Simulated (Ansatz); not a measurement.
Basis-set extrapolation for `C=CC(N)=O` (PBE0-D4/def2-TZVP geometry, frozen core, Ansatz). Multiplicity 1, RHF reference.

```
                      def2-TZVPP   def2-QZVPP
                 HF  -245.926319  -245.937415
    MP2 correlation    -0.912941    -0.977596
CCSD(T) correlation    -0.979185      not run
```

Energies in hartree. Use E(X) = E(∞) + A·exp(−7.88·√X) for Hartree–Fock and E(X) = E(∞) + B·X^(−2.97) for correlation, with X = 3 and 4, and add CCSD(T) minus MP2 of the smaller set to the MP2 limit.

**Question.** What is the CCSD(T) energy at the basis-set limit?

**Answer.** HF limit: -245.937415 + (-0.011096) × 0.13774 = -245.93894. MP2 limit: -0.977596 + (-0.064655) × 0.74074 = -1.02549. Higher-order term: -0.979185 − (-0.912941) = -0.06624. Total: -247.03067 hartree, 328.6 kJ/mol below CCSD(T)/def2-TZVPP.
